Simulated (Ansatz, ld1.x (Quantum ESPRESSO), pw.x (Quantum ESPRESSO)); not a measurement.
# What a changed setting does to a pw.x run (diamond Br)

Potential: PAW, ld1.x (Quantum ESPRESSO) 7.5, PBEsol; core [Ar] 3d10, reference 4s2 4p5; waves: 4s (bound): rcut 1.25, rcutus 1.40 bohr; 4s channel at 2.05 Ry: rcut 1.25, rcutus 1.40 bohr; 4p (bound): rcut 1.45, rcutus 1.65 bohr; 4p channel at 0.55 Ry: rcut 1.45, rcutus 1.65 bohr; 4d channel at -0.2 Ry: rcut 1.50, rcutus 2.00 bohr; local part: all-electron potential smoothed inside 1.85 bohr (lloc = -2); core correction: Bessel-smoothed model core inside 1.40 bohr; augmentation: PSQ, inside the norm-conserving radii.

The reference run (k-mesh 8³, cutoffs 50/400 Ry, Fermi–Dirac 0.01 Ry, mixing_beta 0.4, conv_thr 1e-9, no spin) gives 0.01 GPa at 40.604 Å³/atom, where all-electron LAPW gives 0.00 GPa. This run, with its own iteration cap, changes ecutrho/ecutwfc to 2.

```
&control
  calculation='scf', prefix='x', pseudo_dir='./', outdir='./tmp', tstress=.true., disk_io='none'
/
&system
  ibrav=0, nat=2, ntyp=1, ecutwfc=50, ecutrho=100, nbnd=15,
  occupations='smearing', smearing='fd', degauss=0.01
/
&electrons
  conv_thr=1e-09, mixing_beta=0.4, electron_maxstep=50
/
ATOMIC_SPECIES
Br 1.0 Br.UPF
CELL_PARAMETERS angstrom
  0.00000000 3.43707973 3.43707973
  3.43707973 0.00000000 3.43707973
  3.43707973 3.43707973 0.00000000
ATOMIC_POSITIONS crystal
Br 0.0000 0.0000 0.0000
Br 0.2500 0.2500 0.2500
K_POINTS automatic
8 8 8 0 0 0
```

```bash
pw.x < Br.scf.in > Br.scf.out
```

Question: How does the run end?

Answer: It converges in 6 iterations; the free energy moves by -1.3 meV/atom and the pressure by -0.04 GPa. Below 4 the density is truncated and F is no longer variational, so a small shift in one case is no licence.

```
Message from routine set_cutoff:
     ecutrho < 4*ecutwfc, are you sure?
     Message from routine setup:
     using ibrav=0 with symmetry is DISCOURAGED, use correct ibrav instead
     lattice parameter (alat)  =       9.1855  a.u.
     unit-cell volume          =     548.0187 (a.u.)^3
     number of electrons       =        14.00
     number of Kohn-Sham states=           15
     kinetic-energy cutoff     =      50.0000  Ry
     charge density cutoff     =     100.0000  Ry
     scf convergence threshold =      1.0E-09
     Exchange-correlation= SLA  PW   PSX  PSC
     number of k points=    29  Fermi-Dirac smearing, width (Ry)=  0.0100
     iteration #  1     ecut=    50.00 Ry     beta= 0.40
     total energy              =    -401.66868259 Ry
     estimated scf accuracy    <       0.00056090 Ry
     iteration #  2     ecut=    50.00 Ry     beta= 0.40
     total energy              =    -401.66871704 Ry
     estimated scf accuracy    <       0.00013977 Ry
     iteration #  3     ecut=    50.00 Ry     beta= 0.40
     total energy              =    -401.66873047 Ry
     estimated scf accuracy    <       0.00000719 Ry
     iteration #  4     ecut=    50.00 Ry     beta= 0.40
     total energy              =    -401.66873107 Ry
     estimated scf accuracy    <       0.00000006 Ry
     iteration #  5     ecut=    50.00 Ry     beta= 0.40
     total energy              =    -401.66873108 Ry
     estimated scf accuracy    <          8.6E-09 Ry
     iteration #  6     ecut=    50.00 Ry     beta= 0.40
     the Fermi energy is     0.6017 ev
!    total energy              =    -401.66873109 Ry
     estimated scf accuracy    <          3.8E-10 Ry
     smearing contrib. (-TS)   =      -0.01758888 Ry
     convergence has been achieved in   6 iterations
          total   stress  (Ry/bohr**3)                   (kbar)     P=       -0.24
     Message from routine punch:
     Nothing written, as per user request (disk_io='none')
```

The run took about 8.6 s on one core of a shared host (AMD EPYC 9R45, 192 threads, 1484 GiB, load 102).
